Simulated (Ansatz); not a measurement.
A nudged elastic band was laid between two geometries of CH7BS (10 atoms, charge 0, multiplicity 1).

These are results of RKS PBE-D4/6-31G* in Ansatz 0.2.0, not measurements.

```json
{"movable images": "7", "climbing image": "yes", "spring": "5.0 eV/Å²", "optimiser": "quadratic models (default)", "start path": "through a guess of the saddle point", "force threshold": "0.03 eV/Å", "iteration limit": "60", "end points": "relaxed"}
```

Initial state:

```xyz
10
Properties=species:S:1:pos:R:3
B -0.074 -0.231 0.391
C 0.154 0.345 1.875
H -0.678 0.144 2.575
H 1.092 0.017 2.359
H 0.223 1.446 1.789
H 0.873 -0.135 -0.372
H -1.157 -0.031 -0.125
S -0.020 -2.284 0.619
H -0.521 -2.742 -0.560
H -1.171 -2.568 1.291
```

Final state:

```xyz
10
Properties=species:S:1:pos:R:3
B -0.022 -0.743 -0.724
C -0.007 0.077 2.673
H -0.980 0.289 3.142
H 0.803 0.307 3.383
H 0.110 0.702 1.774
H 1.032 -0.171 -0.785
H -1.077 -0.171 -0.710
S 0.074 -2.524 -0.680
H -1.254 -2.822 -0.623
H 0.044 -0.986 2.392
```

(1) Which bonds break or form, and what moves?

(2) Give the energies along the band, and the barrier.

(3) What is the geometry of the highest image?

Answers

(1) Bonds broken: B1–C2, S8–H10. Bonds formed: C2–H10. CH7BS becomes BH3S + CH4.

(2) The run converged. The highest image is number 4 of 0 to 8, 17.0 kcal/mol above the first end and 33.8 kcal/mol above the last; the last end lies 16.8 kcal/mol below the first. Beside the main top the profile has a ripple of under 15 meV (maxima at images 2, 4), which may be a very shallow well or noise. A vibrational analysis at the climbing image gives one clearly imaginary mode, 778i cm⁻¹: a first-order saddle point. The orbitals stay closed-shell, which can raise the energy where a bond breaks towards radicals; this wasn't checked here.

| image | path coordinate (Å) | energy (kcal/mol) | B1–C2 (Å) | S8–H10 (Å) | C2–H10 (Å) |
| --- | --- | --- | --- | --- | --- |
| 0 | 0.00 | 0.0 | 1.61 | 1.36 | 3.25 |
| 1 | 1.15 | 1.5 | 1.61 | 1.36 | 2.94 |
| 2 | 2.30 | 2.3 | 1.60 | 1.37 | 3.43 |
| 3 | 3.45 | 1.9 | 1.61 | 1.36 | 2.51 |
| 4 | 4.60 | 17.0 | 1.73 | 1.61 | 1.50 |
| 5 | 5.35 | -2.4 | 2.27 | 2.21 | 1.14 |
| 6 | 6.10 | -13.3 | 2.80 | 2.63 | 1.10 |
| 7 | 6.85 | -16.5 | 3.23 | 3.07 | 1.10 |
| 8 | 7.61 | -16.8 | 3.50 | 3.44 | 1.10 |

(3) 
```xyz
10
Properties=species:S:1:pos:R:3:forces:R:3
B -0.006 -0.337 0.216 0.00 0.00 0.00
C -0.062 0.022 1.908 0.00 0.00 0.00
H -0.986 -0.245 2.448 0.00 0.00 0.00
H 0.815 -0.217 2.535 0.00 0.00 0.00
H -0.064 1.117 1.768 0.00 0.00 0.00
H 1.055 0.029 -0.220 0.00 0.00 0.00
H -1.047 -0.008 -0.288 0.00 0.00 0.00
S 0.134 -2.407 0.042 0.00 0.00 0.00
H -1.187 -2.684 0.212 0.00 0.00 0.00
H 0.070 -1.310 1.221 0.00 0.00 0.00
```

The run took 4.5 min on 1 thread of Arm Neoverse V1, on a shared host, peak memory 0.12 GiB.
